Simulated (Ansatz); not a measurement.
# The cluster GeF₂− (doublet): a spread of methods and bases

Aim: run the cluster GeF₂− (doublet) under a spread of inputs, and see what each costs and gives.

Method: the settings change from run to run; program: Ansatz 0.2.0, Gaussian basis.

### Step 1. The geometry

The structure was relaxed beforehand with PBE-D4 in a triple-zeta def2 set.

3 atoms, charge -1, spin multiplicity 2.

Atoms are counted from 1 here; the program's logs count them from 0.

Bond lengths: Ge1–F2 1.872 Å, Ge1–F3 1.872 Å. Angles: F2–Ge1–F3 95.6°.

Geometry (Å):

```
Ge   -0.6863   -0.4174   -0.2405
F    -0.3194    1.4107   -0.0752
F     1.0057   -0.9934    0.3156
```

### Step 2. HSE06/6-31G

This run has atoms shaken by 0.15 Å.

File in.yaml:

```yaml
crystal:
  periodic: [false, false, false]
  atoms:
    - {symbol: Ge, position_ang: [-0.637190, -0.314895, -0.253981]}
    - {symbol: F, position_ang: [-0.556670, 1.491956, -0.097462]}
    - {symbol: F, position_ang: [1.356265, -0.819637, 0.356731]}
basis:
  gaussian: {orbitals: 6-31G}
total_charge: -1
magnetization: {spin_polarized: true, initial_magnetization: 1}
hamiltonian: {xc: {name: HSE06}}
output: {forces: true}
```

Started as:

```console
ansatz run in.yaml --threads 4 --pin off --events-out ev --progress --plain --max-ram 3916MiB
```

Standard output:

```text
Functional definition: HSE06
  name "HSE06"
  cite "Heyd, Scuseria & Ernzerhof, J. Chem. Phys. 118, 8207 (2003) doi:10.1063/1.1564060"
  cite "Krukau, Vydrov, Izmaylov & Scuseria, J. Chem. Phys. 125, 224106 (2006) doi:10.1063/1.2404663"
  cite "Heyd & Scuseria, J. Chem. Phys. 120, 7274 (2004) doi:10.1063/1.1668634"
  cite "Ernzerhof & Perdew, J. Chem. Phys. 109, 3313 (1998) doi:10.1063/1.476928"
  cite "Perdew, Burke & Ernzerhof, Phys. Rev. Lett. 77, 3865 (1996) doi:10.1103/PhysRevLett.77.3865"
  parent pbe
  parameter a = 0.25
  parameter omega = 0.11/bohr
  # The whole range is PBE's own exchange, as in plane waves. The composition of these papers is wPBEh.
  exchange = pbe_x - a*pbe_x_sr(omega) + a*exact_x_sr(omega)
  correlation = pbe_c
414 factors; integrals over basis functions are off by at most 5.8e-4 eV
46 factors; integrals over basis functions are off by at most 2.6e-7 eV
mean field evaluation 1: about -61930.0258 eV, gradient 1.5e1 eV
mean field evaluation 2: about -61929.1390 eV, gradient 2.4e1 eV
mean field evaluation 4: about -61930.8870 eV, gradient 1.3e0 eV
mean field evaluation 8: about -61930.8884 eV, gradient 6.6e-2 eV
mean field evaluation 16: about -61930.8885 eV, gradient 9.8e-6 eV
mean field -61930.88845380 eV, -2275.9181724133 hartree, gradient 9.7e-6 eV, S^2 0.751326; 0 other end points of the search recorded, 0 dependent functions left out
the calculation of the forces begins
reference -61930.88848707 eV, -2275.9181736360 hartree; 26, 25 occupied and 21, 22 virtual orbitals, 414 factors
Total energy: -61930.88848707 eV, -2275.9181736360 hartree
Atom 0 at    -0.637190    -0.314895    -0.253981 Å, force     2.222672    -1.047333     0.645970 eV/Å
Atom 1 at    -0.556670     1.491956    -0.097462 Å, force     0.087338     0.399408     0.057173 eV/Å
Atom 2 at     1.356265    -0.819637     0.356731 Å, force    -2.310011     0.647925    -0.703143 eV/Å
Dipole moment:    -0.491743    -0.084266    -0.165715 e Å
```

It took 0.85 s on 4 threads of Arm Neoverse V1, shared host.

Largest force 2.541 eV/Å, ⟨S²⟩ 0.751.

### Step 3. B97/def2-TZVPD

Set apart from the defaults: atoms shaken by 0.03 Å, the search for lower states set to off.

File in.yaml:

```yaml
crystal:
  periodic: [false, false, false]
  atoms:
    - {symbol: Ge, position_ang: [-0.688751, -0.451124, -0.252851]}
    - {symbol: F, position_ang: [-0.325941, 1.442984, -0.014889]}
    - {symbol: F, position_ang: [1.017070, -1.033123, 0.338144]}
basis:
  gaussian: {orbitals: def2-TZVPD}
total_charge: -1
magnetization: {spin_polarized: true, initial_magnetization: 1}
hamiltonian: {xc: {name: B97}}
scf: {lower_state_search: off}
output: {forces: true}
```

Launched as before.

Standard output:

```text
Functional definition: B97
  name "B97"
  cite "Becke, J. Chem. Phys. 107, 8554 (1997) doi:10.1063/1.475007"
  parameter cx = 0.1943
  parameter cx0 = 0.8094
  parameter cx1 = 0.5073
  parameter cx2 = 0.7481
  parameter css0 = 0.1737
  parameter css1 = 2.3487
  parameter css2 = -2.4868
  parameter cos0 = 0.9454
  parameter cos1 = 0.7471
  parameter cos2 = -4.5961
  exchange = spin_sum(e_x_unif_s*poly(b97_u_x, cx0, cx1, cx2)) + cx*exact_x
  correlation = spin_sum(e_c_pw_same_spin*poly(b97_u_same, css0, css1, css2))
      + integral(e_c_pw_opposite_spin*poly(b97_u_opposite, cos0, cos1, cos2))
these checks for a lower state are left out or cut short: stability, starts, cluster_reference, orbital_swaps, neighbouring_geometries, increment
808 factors; their error is unknown
mean field evaluation 1: about -61950.9092 eV, gradient 2.2e1 eV
mean field evaluation 2: about -61948.7622 eV, gradient 3.7e1 eV
mean field evaluation 4: about -61952.4599 eV, gradient 1.5e0 eV
mean field evaluation 8: about -61952.4674 eV, gradient 1.2e-1 eV
mean field evaluation 16: about -61952.6596 eV, gradient 6.1e-5 eV
mean field -61952.65961322 eV, -2276.7182477648 hartree, gradient 5.8e-6 eV, S^2 0.753649; 0 other end points of the search recorded, 0 dependent functions left out
the calculation of the forces begins
reference -61952.65963916 eV, -2276.7182487182 hartree; 26, 25 occupied and 108, 109 virtual orbitals, 808 factors
Total energy: -61952.65963916 eV, -2276.7182487182 hartree
Atom 0 at    -0.688751    -0.451124    -0.252851 Å, force     0.757490     0.811967     0.321990 eV/Å
Atom 1 at    -0.325941     1.442984    -0.014889 Å, force    -0.213627    -0.965715    -0.131794 eV/Å
Atom 2 at     1.017070    -1.033123     0.338144 Å, force    -0.543863     0.153747    -0.190195 eV/Å
Dipole moment:    -0.272288    -0.221628    -0.111835 e Å
Checks for a lower state left out: stability, starts, cluster_reference, orbital_swaps, neighbouring_geometries, increment
```

Run time: 2.3 s. Hardware: 4 threads of Arm Neoverse V1, shared host.

Largest force 1.156 eV/Å, ⟨S²⟩ 0.754.

### Step 4. PBEsol/aug-pcseg-2

Options: a point charge of 1.00 e beside it, D3(BJ) with three-body dispersion.

File in.yaml:

```yaml
crystal:
  periodic: [false, false, false]
  atoms:
    - {symbol: Ge, position_ang: [-0.686293, -0.417372, -0.240475]}
    - {symbol: F, position_ang: [-0.319427, 1.410750, -0.075180]}
    - {symbol: F, position_ang: [1.005721, -0.993377, 0.315645]}
basis:
  gaussian: {orbitals: aug-pcseg-2, point_charges: [{charge: 1.00, position_ang: [5.092, -0.392, -0.756]}]}
total_charge: -1
magnetization: {spin_polarized: true, initial_magnetization: 1}
hamiltonian: {xc: {name: PBEsol}, dispersion: d3bjatm}
scf: {omitted_lower_state_checks: [starts]}
```

The command is unchanged.

Standard output:

```text
Functional definition: PBEsol
  name "PBEsol"
  cite "Perdew et al., Phys. Rev. Lett. 100, 136406 (2008) doi:10.1103/PhysRevLett.100.136406"
  cite "Perdew, Burke & Ernzerhof, Phys. Rev. Lett. 77, 3865 (1996) doi:10.1103/PhysRevLett.77.3865"
  parent pbesol
  exchange = pbesol_x
  correlation = pbesol_c
these checks for a lower state are left out or cut short: starts
823 factors; their error is unknown
mean field evaluation 1: about -61886.6396 eV, gradient 3.8e1 eV
mean field evaluation 2: about -61874.7643 eV, gradient 7.6e1 eV
mean field evaluation 4: about -61890.8200 eV, gradient 1.1e1 eV
mean field evaluation 8: about -61891.2683 eV, gradient 5.3e0 eV
mean field evaluation 16: about -61891.7871 eV, gradient 1.2e-3 eV
mean field -61891.78706428 eV, -2274.4812228523 hartree, gradient 1.7e-5 eV, S^2 0.751377; 0 other end points of the search recorded, 0 dependent functions left out
reference -61891.78712170 eV, -2274.4812249626 hartree; 26, 25 occupied and 125, 126 virtual orbitals, 823 factors
Total energy: -61891.79781272 eV, -2274.4816178500 hartree
Checks for a lower state left out: starts
```

Wall time 2.3 s (4 threads of Arm Neoverse V1, shared host).

⟨S²⟩ 0.751.

### Step 5. B2PLYP/aug-cc-pVDZ

This run has atoms shaken by 0.03 Å, the search for lower states set to off.

File in.yaml:

```yaml
crystal:
  periodic: [false, false, false]
  atoms:
    - {symbol: Ge, position_ang: [-0.689167, -0.443865, -0.247600]}
    - {symbol: F, position_ang: [-0.318272, 1.468817, -0.049555]}
    - {symbol: F, position_ang: [0.981251, -0.996918, 0.284780]}
basis:
  gaussian: {orbitals: aug-cc-pVDZ}
total_charge: -1
magnetization: {spin_polarized: true, initial_magnetization: 1}
hamiltonian: {xc: {name: B2PLYP}}
scf: {lower_state_search: off}
output: {forces: true}
```

Launched as before.

Standard output:

```text
Functional definition: B2PLYP
  name "B2PLYP"
  cite "Grimme, J. Chem. Phys. 124, 034108 (2006) doi:10.1063/1.2148954"
  cite "Becke, Phys. Rev. A 38, 3098 (1988) doi:10.1103/PhysRevA.38.3098"
  cite "Lee, Yang & Parr, Phys. Rev. B 37, 785 (1988) doi:10.1103/PhysRevB.37.785"
  parameter a = 0.53
  parameter c = 0.27
  exchange = (1 - a)*b88_x + a*exact_x
  correlation = (1 - c)*lyp_c + c*(mp2_os + mp2_ss)
these checks for a lower state are left out or cut short: starts, cluster_reference, orbital_swaps, neighbouring_geometries, increment
828 factors; integrals over basis functions are off by at most 4.6e-4 eV
mean field evaluation 1: about -61934.7490 eV, gradient 1.1e1 eV
mean field evaluation 2: about -61934.7595 eV, gradient 1.1e1 eV
mean field evaluation 4: about -61935.5036 eV, gradient 2.0e0 eV
mean field evaluation 8: about -61935.5411 eV, gradient 2.2e-1 eV
mean field evaluation 16: about -61935.5425 eV, gradient 7.5e-4 eV
mean field -61935.54254201 eV, -2276.0892070004 hartree, gradient 7.5e-7 eV, S^2 0.756928; 0 other end points of the search recorded, 0 dependent functions left out
11 core orbitals not correlated: weight in the atoms' cores, before any rotation towards them, 1.000 or more for the frozen orbitals, at most 0.000 for the correlated occupied ones
reference -61935.54268140 eV, -2276.0892121229 hartree; 15, 14 occupied and 56, 57 virtual orbitals, 828 factors
second order -17.61430418 eV of doubles, -0.00000000 eV of singles
the calculation of the forces begins
Total energy: -61940.29854353 eV, -2276.2639868324 hartree
Atom 0 at    -0.689167    -0.443865    -0.247600 Å, force    -0.105921     1.109986     0.008403 eV/Å
Atom 1 at    -0.318272     1.468817    -0.049555 Å, force    -0.215028    -0.973710    -0.109515 eV/Å
Atom 2 at     0.981251    -0.996918     0.284780 Å, force     0.320949    -0.136276     0.101113 eV/Å
Dipole moment:    -0.219294    -0.275301    -0.083537 e Å
Checks for a lower state left out: starts, cluster_reference, orbital_swaps, neighbouring_geometries, increment
```

Run time: 3.7 s. Hardware: 4 threads of Arm Neoverse V1, shared host.

Largest force 1.115 eV/Å, ⟨S²⟩ 0.757.

### Step 6. All runs side by side

```
             level  charge  multiplicity               geometry  functions  energy (eV)    time
       HSE06/6-31G      -1             2                 shaken         47   -61930.888  0.85 s
    B97/def2-TZVPD      -1             2                 shaken        134   -61952.660   2.3 s
PBEsol/aug-pcseg-2      -1             2  relaxed, point charge        151   -61891.798   2.3 s
B2PLYP/aug-cc-pVDZ      -1             2                 shaken         82   -61940.299   3.7 s
```

### Step 7. Outcome

| quantity | value |
| --- | --- |
| runs | 4 |
| quickest | HSE06/6-31G, 0.85 s |
| slowest | B2PLYP/aug-cc-pVDZ, 3.7 s |

The runs differ in state or geometry as well as level, so their energies can't be set against each other. B2PLYP/aug-cc-pVDZ took 4 times as long as HSE06/6-31G. The jobs differ in tasks and options as well as level.
